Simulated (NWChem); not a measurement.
# Si2NH6 (SMILES [SiH3][N][SiH3]): U-revPBE-D3(0)/jorge-DZP-DKH (sfX2C), part 2 of 2

NWChem 7.3.0. Earlier steps stand in the parts before.

## Step 3: The distorted shape at the same level

h6nsi2.nw reads:

```
START h6nsi2
memory stack 880 mb heap 220 mb global 1100 mb
charge 0
GEOMETRY units angstroms noautosym nocenter noautoz
   Si      -1.314800       2.627500      -1.447300
   N       -0.316400       2.010800      -0.189300
   Si       0.765200      -1.055200       0.937300
   H       -2.205200       1.627300      -2.101500
   H       -0.377500       3.180100      -2.465000
   H       -2.148700       3.725700      -0.892800
   H        2.187500      -1.161100       0.507000
   H        0.011800      -2.229300       0.412900
   H        0.694200      -1.060900       2.422000
END
BASIS spherical bse
   Si library jorge-DZP-DKH
   N library jorge-DZP-DKH
   H library jorge-DZP-DKH
END
RELATIVISTIC
   x2c on
END
DFT
   xc revpbe cpbe96
   mult 2
   disp vdw 3
   grid medium
   convergence energy 1e-08
   maxiter 200
   mulliken
END
PROPERTY
   efieldgrad
   efield
END
TASK dft property
```

Command:

```bash
$ nwchem h6nsi2.nw > h6nsi2.out
```

What it wrote:

```text
Northwest Computational Chemistry Package (NWChem) 7.3.0
             --------------------------------------------------------

           Job information
           ---------------

    nwchem branch   = 7.3.0
    use scalapack   = T
    input           = h6nsi2.nw
    prefix          = h6nsi2.
    data base       = ./h6nsi2.db
    status          = startup
    nproc           =        1

           Memory information
           ------------------

    heap     =     28835838 doubles =      220.0 Mbytes
    stack    =    115343355 doubles =      880.0 Mbytes
    global   =    144179200 doubles =     1100.0 Mbytes (distinct from heap & stack)
    total    =    288358393 doubles =     2200.0 Mbytes
    verify   = yes
    hardfail = no

           Directory information
           ---------------------

  0 permanent = .
  0 scratch   = .

                                NWChem Input Module
                                -------------------

 Scaling coordinates for geometry "geometry" by  1.889725989
 (inverse scale =  0.529177249)

                             Geometry "geometry" -> ""
                             -------------------------

 Output coordinates in angstroms (scale by  1.889725989 to convert to a.u.)

  No.       Tag          Charge          X              Y              Z
 ---- ---------------- ---------- -------------- -------------- --------------
    1 Si                  14.0000    -1.31480000     2.62750000    -1.44730000
    2 N                    7.0000    -0.31640000     2.01080000    -0.18930000
    3 Si                  14.0000     0.76520000    -1.05520000     0.93730000
[... 5 lines of this table left out ...]
    9 H                    1.0000     0.69420000    -1.06090000     2.42200000

      Atomic Mass
      -----------

      Si                27.976930
      N                 14.003070
      H                  1.007825

 Effective nuclear repulsion energy (a.u.)     113.5019414699

            Nuclear Dipole moment (a.u.)
            ----------------------------
        X                 Y               Z
 ---------------- ---------------- ----------------
   -22.1988001604    75.9095370709   -19.9980252741

            XYZ format geometry
            -------------------
     9
 geometry
 Si                   -1.31480000     2.62750000    -1.44730000
 N                    -0.31640000     2.01080000    -0.18930000
 Si                    0.76520000    -1.05520000     0.93730000
[... 5 lines of this table left out ...]
 H                     0.69420000    -1.06090000     2.42200000

 ==============================================================================
                                internuclear distances
 ------------------------------------------------------------------------------
       center one      |      center two      | atomic units |  angstroms
 ------------------------------------------------------------------------------
    2 N                |   1 Si               |     3.25103  |     1.72037
    4 H                |   1 Si               |     2.81638  |     1.49037
    5 H                |   1 Si               |     2.81538  |     1.48984
    6 H                |   1 Si               |     2.80858  |     1.48624
    7 H                |   3 Si               |     2.81519  |     1.48973
    8 H                |   3 Si               |     2.81634  |     1.49034
    9 H                |   3 Si               |     2.80890  |     1.48641
 ------------------------------------------------------------------------------
                         number of included internuclear distances:          7
 ==============================================================================

 ==============================================================================
                                 internuclear angles
 ------------------------------------------------------------------------------
        center 1       |       center 2       |       center 3       |  degrees
 ------------------------------------------------------------------------------
    2 N                |   1 Si               |   4 H                |   115.29
    2 N                |   1 Si               |   5 H                |   105.51
    2 N                |   1 Si               |   6 H                |   108.52
    4 H                |   1 Si               |   5 H                |   108.96
    4 H                |   1 Si               |   6 H                |   108.93
    5 H                |   1 Si               |   6 H                |   109.50
    7 H                |   3 Si               |   8 H                |   108.97
    7 H                |   3 Si               |   9 H                |   109.50
    8 H                |   3 Si               |   9 H                |   108.92
 ------------------------------------------------------------------------------
                            number of included internuclear angles:          9
 ==============================================================================

                      Basis "ao basis" -> "" (spherical)
                      -----
  [basis functions not shown]

 Summary of "ao basis" -> "" (spherical)
 ------------------------------------------------------------------------------
       Tag                 Description            Shells   Functions and Types
 ---------------- ------------------------------  ------  ---------------------
 Si                      jorge-DZP-DKH              12       24   7s4p1d
 N                       jorge-DZP-DKH               7       15   4s2p1d
 H                       jorge-DZP-DKH               3        5   2s1p

[... 5 lines left out ...]
  convergence criterion.
[... 28 lines left out ...]
          Convergence on energy requested:  1.00D-08
          Convergence on density requested:  1.00D-05
          Convergence on gradient requested:  5.00D-04
[... 19 lines left out ...]
          Spatial weights used:  Erf1
[... 1 line left out ...]
          Convergence Information
[... 1 line left out ...]
          Convergence aids based upon iterative change in
          total energy or number of iterations.
[... 52 lines left out ...]
 x2c_1e_scalar: 1e energy :   -0.1103384E+04
[... 58 lines left out ...]
   convergence    iter        energy       DeltaE   RMS-Dens  Diis-err    time
[... 13 lines left out ...]
         Total DFT energy =     -638.275901786655
      One electron energy =    -1107.561676838178
           Coulomb energy =      406.631600173055
    Exchange-Corr. energy =      -50.842358162094
 Nuclear repulsion energy =      113.501941469949
[... 7 lines left out ...]
                    DFT Final Alpha Molecular Orbital Analysis
[... 667 lines left out ...]
                     DFT Final Beta Molecular Orbital Analysis
[... 843 lines left out ...]
        0.628773       0.771152       0.099849
       -0.173874       0.014276       0.984664
        0.757900      -0.636491       0.143060

 ------------------------------------------------------------
   Atom      X         Y         Z
 ------------------------------------------------------------
    3 Si   1.44602  -1.99404   1.77124
 ------------------------------------------------------------

 Electric field gradient in molecular frame (a.u.)
         XX             YY             ZZ             XY             XZ             YZ
 ------------------------------------------------------------------------------------------
        0.182709      -0.408753       0.226045       0.339638      -0.146514       0.303867

 Principal components (a.u.) and orientation
 of principal axis w.r.t. absolute frame                      Asymmetry parameter eta
 --------------------------------------------------------------------------------------
       -0.687840       0.353525       0.334314                       0.027929

       -0.390982      -0.491883       0.777936
        0.852791       0.124352       0.507231
       -0.346237       0.861735       0.370854

 ------------------------------------------------------------
   Atom      X         Y         Z
 ------------------------------------------------------------
    4 H   -4.16722   3.07515  -3.97126
 ------------------------------------------------------------

 Electric field gradient in molecular frame (a.u.)
         XX             YY             ZZ             XY             XZ             YZ
 ------------------------------------------------------------------------------------------
       -0.005239      -0.029710       0.034950      -0.098144      -0.064094      -0.071706

 Principal components (a.u.) and orientation
 of principal axis w.r.t. absolute frame                      Asymmetry parameter eta
 --------------------------------------------------------------------------------------
       -0.163085       0.082076       0.081009                       0.006539

        0.596198      -0.695112       0.401704
        0.673578       0.160829      -0.721406
        0.436852       0.700680       0.564099

 ------------------------------------------------------------
   Atom      X         Y         Z
 ------------------------------------------------------------
    5 H   -0.71337   6.00952  -4.65817
 ------------------------------------------------------------

 Electric field gradient in molecular frame (a.u.)
         XX             YY             ZZ             XY             XZ             YZ
 ------------------------------------------------------------------------------------------
       -0.015577       0.048572      -0.032995      -0.057180       0.105538       0.062703

 Principal components (a.u.) and orientation
 of principal axis w.r.t. absolute frame                      Asymmetry parameter eta
 --------------------------------------------------------------------------------------
       -0.164050       0.082590       0.081460                       0.006889

       -0.628690       0.034653       0.776884
       -0.370678       0.864860      -0.338547
        0.683628       0.500815       0.530884

 ------------------------------------------------------------
   Atom      X         Y         Z
 ------------------------------------------------------------
    6 H   -4.06045   7.04055  -1.68715
 ------------------------------------------------------------

 Electric field gradient in molecular frame (a.u.)
         XX             YY             ZZ             XY             XZ             YZ
 ------------------------------------------------------------------------------------------
        0.005055      -0.052507       0.047452       0.103570       0.052053      -0.069034

 Principal components (a.u.) and orientation
 of principal axis w.r.t. absolute frame                      Asymmetry parameter eta
 --------------------------------------------------------------------------------------
       -0.166207       0.083835       0.082372                       0.008803

       -0.560508       0.729640       0.391736
        0.738325       0.654528      -0.162693
        0.375109      -0.198038       0.905579

 ------------------------------------------------------------
   Atom      X         Y         Z
 ------------------------------------------------------------
    7 H    4.13378  -2.19416   0.95809
 ------------------------------------------------------------

 Electric field gradient in molecular frame (a.u.)
         XX             YY             ZZ             XY             XZ             YZ
 ------------------------------------------------------------------------------------------
       -0.141184       0.082201       0.058984       0.012430       0.069383      -0.005739

 Principal components (a.u.) and orientation
 of principal axis w.r.t. absolute frame                      Asymmetry parameter eta
 --------------------------------------------------------------------------------------
       -0.163632       0.083914       0.079718                       0.025639

        0.952847      -0.097002       0.287530
       -0.055144       0.876405       0.478407
       -0.298399      -0.471704       0.829731

 ------------------------------------------------------------
   Atom      X         Y         Z
 ------------------------------------------------------------
    8 H    0.02230  -4.21277   0.78027
 ------------------------------------------------------------

 Electric field gradient in molecular frame (a.u.)
         XX             YY             ZZ             XY             XZ             YZ
 ------------------------------------------------------------------------------------------
        0.016044      -0.064835       0.048792      -0.099061      -0.044233      -0.069542

 Principal components (a.u.) and orientation
 of principal axis w.r.t. absolute frame                      Asymmetry parameter eta
 --------------------------------------------------------------------------------------
       -0.163389       0.083826       0.079563                       0.026092

        0.517344       0.594273      -0.615788
        0.775443      -0.629912       0.043572
        0.361999       0.500050       0.786706

 ------------------------------------------------------------
   Atom      X         Y         Z
 ------------------------------------------------------------
    9 H    1.31185  -2.00481   4.57692
 ------------------------------------------------------------

 Electric field gradient in molecular frame (a.u.)
         XX             YY             ZZ             XY             XZ             YZ
 ------------------------------------------------------------------------------------------
        0.080957       0.084268      -0.165225      -0.001422       0.014021      -0.003332

 Principal components (a.u.) and orientation
 of principal axis w.r.t. absolute frame                      Asymmetry parameter eta
 --------------------------------------------------------------------------------------
       -0.166063       0.085086       0.080977                       0.024747

       -0.056592      -0.433300       0.899471
        0.012965       0.900520       0.434621
        0.998313      -0.036258       0.045344

 Task  times  cpu:      182.5s     wall:      182.5s
 Total times  cpu:      182.5s     wall:      182.5s
```

Run time: 3.1 min. Hardware: 1 thread of Intel Xeon 6975P-C (Granite Rapids), shared host; peak memory 0.13 GiB.

Atomic charges (e):

```csv
atom,Mulliken,Löwdin
Si1,+0.360,+0.210
N2,-0.280,-0.160
Si3,+0.200,+0.220
H4,-0.060,-0.050
H5,-0.050,-0.040
H6,-0.050,-0.040
H7,-0.040,-0.040
H8,-0.040,-0.050
H9,-0.040,-0.040
```

## Step 4: Results

The summary covers parts 1 to 2.

At U-revPBE-D3(0)/jorge-DZP-DKH (sfX2C):

```
                                                          quantity          value
                                         first shape: total energy  -638.40761 Eh
                                    first shape: dispersion energy  -17.20 kJ/mol
                                                 first shape: ⟨S²⟩          0.753
                                     distorted shape: total energy  -638.27590 Eh
                                    distorted shape: dipole moment         0.86 D
               distorted shape: HOMO energy (highest over α and β)       -5.35 eV
                distorted shape: LUMO energy (lowest over α and β)       -4.12 eV
                                distorted shape: dispersion energy  -14.20 kJ/mol
                                             distorted shape: ⟨S²⟩          1.545
energy change with the N2–Si3 bond stretched from 1.720 to 3.441 Å       3.584 eV
```

In words: With the N2–Si3 bond stretched from 1.720 to 3.441 Å the energy rises by 3.58 eV (83 kcal/mol). The first shape isn't relaxed at this level, so the change isn't measured from a minimum. Mulliken charges (first shape) run from -0.33 on N2 to +0.36 on Si1; they depend strongly on the basis. ⟨S²⟩ (distorted shape) is 1.55 where a pure doublet has 0.75: the reference is spin-contaminated. Mulliken charges (distorted shape) run from -0.28 on N2 to +0.36 on Si1.
